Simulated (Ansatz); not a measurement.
## AsH, triplet in aug-cc-pVTZ: errors against UCCSDT(Q)

Geometry: that of the AsH, singlet, kept fixed.

```xyz
2

As    0.0000    0.0000    0.0000
H     0.0000    0.0000    1.5294
```

Basis aug-cc-pVTZ; Ansatz 0.2.0. Correlated methods freeze the noble-gas cores and the filled d shells of p-block atoms, which leaves 6 electrons in 68 orbitals. R marks a restricted (for open shells ROHF) determinant, U an unrestricted one. Active spaces: valence = (6e, 5o) chosen from the atoms' valence shells. No spin–orbit coupling is included, and no scalar relativity.

Full CI isn't at hand for all of this; UCCSDT(Q) serves as the reference, and is uncertain by about the last step of the cluster series. The frozen core follows each run's orbitals, which can shift R against U totals by a few meV for light atoms and by up to 0.1 eV past Ca.

```
UHF ⟨S²⟩                          : 2.020
T1 diagnostic (RCCSD)             : 0.0197
largest doubles amplitude (RCCSD) : 0.046
T1 diagnostic (UCCSD)             : 0.0148
```

```json
{"level": "UHF", "E − E(UCCSDT(Q)) (kJ/mol)": "323.5", "share of correlation (%)": "4.75", "wall time": "–"}
{"level": "UMP2", "E − E(UCCSDT(Q)) (kJ/mol)": "66.8", "share of correlation (%)": "80.34", "wall time": "–"}
{"level": "UCCSD", "E − E(UCCSDT(Q)) (kJ/mol)": "12.6", "share of correlation (%)": "96.29", "wall time": "–"}
{"level": "UCCSD(T)", "E − E(UCCSDT(Q)) (kJ/mol)": "2.3", "share of correlation (%)": "99.33", "wall time": "9.5 s"}
{"level": "UCCSDT", "E − E(UCCSDT(Q)) (kJ/mol)": "0.3", "share of correlation (%)": "99.92", "wall time": "–"}
```

The correlation energy at UCCSDT(Q), counted from RHF, is -3.520 eV. That run took 6.5 s on 5 threads of AMD EPYC 7R13 with a whole H100 80 GB, shared host.

Run but not shown, since their state or frozen core can't be matched to the reference's or they repeat it: RHF, RMP2, RCCSD, RCCSD(T), BCCD(T), RCCSDT, RCCSDT(Q), CASSCF (valence space), NEVPT2 (valence space), MRCISD (valence space), MRCISD+Q (valence space), MRCISD+Q(relaxed) (valence space).

Times hold each run's SCF and search for its determinant on a shared host, so for small cases they say little of a method's own cost; they ran on 1 thread of AMD EPYC 7R13.

Natural occupations of CASSCF (valence space) about the gap: 1.995 1.969 1.000 1.000 0.036; effectively unpaired electrons, Σ n²(2−n)², 2.01.
